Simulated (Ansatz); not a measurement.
A calculation with Ansatz (development build ahead of 0.2.0).

```yaml
crystal:
  periodic: [false, false, false]
  atoms:
    - { symbol: C, position_ang: [0.0, 0.0, 0.6042] }
    - { symbol: F, position_ang: [0.0, 0.0, -0.6042] }
basis:
  gaussian: { orbitals: STO-3G }
magnetization:
  initial_magnetization: 1
hamiltonian:
  xc: hf
correlation:
  method: ccsd_t
  frozen_orbitals: { C: 1, F: 1 }
```

The input is written out in the form of the current development build from the run's settings. Correlation on restricted open-shell orbitals is semicanonical, with singles.

The run gave:

- Converged: yes
- Reference energy: -135.29371 hartree
- CCSD correlation energy: -0.06787 hartree
- Triples correction: -0.00471 hartree
- Total energy: -135.36628 hartree
- Spin squared of the determinant: 0.750
